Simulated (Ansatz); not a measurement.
Loss of C2H6: C4H9F → C2H3F + C2H6

Species: C4H9F (1-fluorobutane) `CCCCF`, singlet; C2H3F `C=CF`, singlet; C2H6 (ethane) `CC`, singlet. 

Shapes, held fixed at every level: PBE0-D4/def2-TZVP. Flexible molecules stand in one conformer, not always the lowest. Programs: Ansatz 0.2.0. Electronic energies: no zero-point or thermal term.

```csv
level,kind,ΔE (kJ/mol),less CCSD(T)/CBS estimate
r2SCAN-D4/def2-TZVPP,meta-GGA,+96.7,-1.8
PBE0-D4/def2-TZVPP,global hybrid,+107.2,+8.7
B2PLYP/def2-TZVPP,double hybrid,+84.3,-14.2
MP2/def2-TZVPP,perturbation theory,+105.1,+6.6
CCSD(T)/def2-TZVPP,coupled cluster or CI,+96.5,-2.0
CCSD/def2-TZVPP,coupled cluster or CI,+96.9,-1.6
CCSD(T)/CBS estimate,coupled cluster or CI,+98.5,0.0
```

The highest level, CCSD(T)/CBS estimate, gives ΔE = +98.5 kJ/mol; the levels span +84.3 to +107.2. The column of differences is taken from that level and isn't an error. No measured value is set beside it here. The CBS estimate extrapolates MP2 from def2-TZVPP and def2-QZVPP and adds CCSD(T) − MP2 in the triple-zeta set, cores frozen.
